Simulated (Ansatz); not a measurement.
# Cs3W: from a trial structure to a relaxed crystal

Theory: Ansatz 0.2.0, DFT PBE, scalar-relativistic, plane waves, PAW. Cutoff 420 eV, Γ-centred k mesh, Gaussian smearing, no spin polarisation in the final step.

The start puts Cs3W on the Cu3Au (L1_2) structure type (Pm-3m, No. 221), with W in place of Au, Cs in place of Cu, at a guessed volume.

```yaml
crystal:
  lattice:
    - [5.30069, 0.00000, 0.00000]
    - [0.00000, 5.30069, 0.00000]
    - [0.00000, 0.00000, 5.30069]
  atoms:
    - { symbol: Cs, position: [0.00000, 0.50000, 0.50000] }
    - { symbol: Cs, position: [0.50000, 0.00000, 0.50000] }
    - { symbol: Cs, position: [0.50000, 0.50000, 0.00000] }
    - { symbol: W, position: [0.00000, 0.00000, 0.00000] }
```

Cell and atoms relax at zero pressure; the relaxation can't lower the symmetry of the start.

Energies over the elements count from the elements' standard structures at the same level, with no empirical corrections.

(1) Which crystal results?

(2) What are its volume, energy, density and gap?

## Answers

(1) It keeps Pm-3m (No. 221). The result has the Cu3Au (L1_2) structure. Conventional cell: a = 5.699 Å. Around Cs lie 4 W at 4.03 Å and 8 Cs at 4.03 Å; around W lie 12 Cs at 4.03 Å.

Space group Pm-3m (No. 221). a = 5.699 Å, b = 5.699 Å, c = 5.699 Å, α = 90.00°, β = 90.00°, γ = 90.00°
```json
{"atom": "Cs", "site": "3c", "symmetry": "4/mm.m", "x": "0.0000", "y": "0.5000", "z": "0.5000"}
{"atom": "W", "site": "1a", "symmetry": "m-3m", "x": "0.0000", "y": "0.0000", "z": "0.0000"}
```

(2) The volume per atom is 46.28 Å³ and the density is 5.23 g/cm³. The energy over the elements is 2.02 eV/atom and the gap on the 8×8×8 mesh is 0 eV (a metal).

The final run used a 8×8×8 mesh on its 4-atom cell and 0.10 eV smearing. The k mesh leaves about 4 meV/atom of noise in metals. Spin–orbit coupling is left out. A structure relaxed within its symmetry needn't be a true minimum.

Cost: 3 runs of about 1.9 core-minutes in all, on Arm Neoverse V1 (shared hosts).